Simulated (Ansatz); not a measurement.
Antiferromagnetic (type II) rock-salt NiO was calculated with rVV10 (Ansatz, a quantum-chemistry and plane-wave program, PAW).

Total energies, extrapolated to zero smearing (they compare only within this program, potentials and cutoff; free atoms with spin allowed, lowest state found):

| system | energy (eV/atom) |
|---|---|
| antiferromagnetic (type II) rock-salt NiO, relaxed | -3218.0050 |
| free Ni atom | -5859.6902 |
| free O atom | -566.8176 |

Problem. Work out the cohesive energy per atom.

Solution. E_coh = [1 × (-5859.6902) + 1 × (-566.8176)]/2 − (-3218.0050) = 4.75 eV/atom. The reference value is 4.75 eV/atom (measured, temperature not stated, not stated; as tabulated in Wagner (2007), arXiv:0706.3380), a difference of 0.00 eV/atom.

The PAW data were made under PBE.

The crystal was run with opposed moments.
